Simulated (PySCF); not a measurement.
Molecule: `InChI=1S/C4H5FO/c5-4(6)3-1-2-3/h3H,1-2H2`.

Geometry:
| atom | x (Å) | y (Å) | z (Å) |
| --- | --- | --- | --- |
| O1 | 1.830 | 0.079 | -1.185 |
| C2 | 1.331 | 0.706 | -0.310 |
| F3 | 1.949 | 1.780 | 0.200 |
| C4 | 0.037 | 0.460 | 0.351 |
| C5 | -0.375 | -0.986 | 0.521 |
| C6 | -1.055 | -0.154 | -0.497 |
| H7 | -0.238 | 1.176 | 1.128 |
| H8 | -0.904 | -1.236 | 1.444 |
| H9 | 0.341 | -1.735 | 0.173 |
| H10 | -2.074 | 0.193 | -0.309 |
| H11 | -0.803 | -0.327 | -1.546 |

Geometry PBE0-D3(BJ)/def2-SVP throughout; GIAO in PySCF 2.14, gas phase, one conformer, non-relativistic; equivalent atoms averaged; basis pcSseg-2.

For orientation, WP04 gives these shifts δ (against H2O, TMS, CFCl3 at the same level): O1 390.8, C2 179.1, C5/C6 16.1, C4 15.8, F3 47.7, H7 1.59, H9/H11 1.35, H8/H10 1.10 ppm.

A run gave: O1 403.0, C2 183.8, C5/C6 13.3, C4 13.7, F3 69.7, H7 1.55, H9/H11 1.23, H8/H10 1.03 ppm (shifts δ (against H2O, TMS, CFCl3 at the same level)).

**Question.** Which functional was used in that run?
A. LC-wPBE
B. CAM-B3LYP
C. B97-2
D. BHandHLYP
E. wB97X-D

**Answer.** A. F3 tells them apart best: LC-wPBE gives 69.7, wB97X-D gives 57.1, CAM-B3LYP gives 56.5, BHandHLYP gives 54.5, B97-2 gives 49.1 ppm.
